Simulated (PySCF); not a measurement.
Structure with atom numbers: `[C-:1]#[N+:2][C:3]([CH3:4])([CH3:5])[CH3:6]`; H(Xn) means a hydrogen on atom n.

GIAO shifts from PySCF 2.14.0 with density-fitted response routines on PBE0-D3(BJ)/def2-SVP geometries (one conformer, non-relativistic, equivalent nuclei averaged), against TMS at the same level and in the same medium; PCM means IEF-PCM chloroform.

Measured (solution, not stated per compound (mostly CDCl3 or CCl4); Pretsch, Buehlmann, Badertscher, Structure Determination of Organic Compounds, 4th ed. (2009)): C3 54.0, C4/C5/C6 30.7, H(C4)/H(C5)/H(C6) 1.44 ppm.

Q: Which unscaled values do KT2/pcSseg-2, gas; PBE0/pcSseg-1, PCM; WP04/pcSseg-1, PCM; wB97X-D/pcSseg-1, PCM give, and how close are they?

A: 
```tsv
atoms	measured	KT2/pcSseg-2, gas	PBE0/pcSseg-1, PCM	WP04/pcSseg-1, PCM	wB97X-D/pcSseg-1, PCM
C3	54.0	55.9	52.1	57.5	51.9
C4/C5/C6	30.7	33.8	33.2	32.7	33.5
H(C4)/H(C5)/H(C6)	1.44	1.37	1.47	1.44	1.47
```

Mean absolute error for ¹³C: KT2/pcSseg-2, gas 2.5, PBE0/pcSseg-1, PCM 2.2, WP04/pcSseg-1, PCM 2.8, wB97X-D/pcSseg-1, PCM 2.5 ppm.

Mean absolute error for ¹H: KT2/pcSseg-2, gas 0.07, PBE0/pcSseg-1, PCM 0.03, WP04/pcSseg-1, PCM 0.00, wB97X-D/pcSseg-1, PCM 0.03 ppm.
